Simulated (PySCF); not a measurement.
C2H4, SMILES C=C (connectivity only; charge and spin as stated), charge +1, multiplicity 2.

Geometry optimised at B3LYP-D3(BJ)/def2-TZVP. The spin state was assumed, not searched.

Computed with M06-2X/def2-TZVPD (PySCF).

The molecule is in vacuum.

Computed frontier levels, dipole moment and polarisability:
```
Item                                                               Result
------------------------------------------------  -----------------------
α spin, highest occupied and lowest empty level       -17.58 and -8.13 eV
β spin, highest occupied and lowest empty level      -19.98 and -11.00 eV
dipole moment about the centre of nuclear charge                   0.00 D
mean static polarisability                           19.8 bohr³ (2.94 Å³)
polarisability, principal values                   14.1, 18.4, 27.0 bohr³
⟨S²⟩                                              0.755 (pure state 0.75)
```
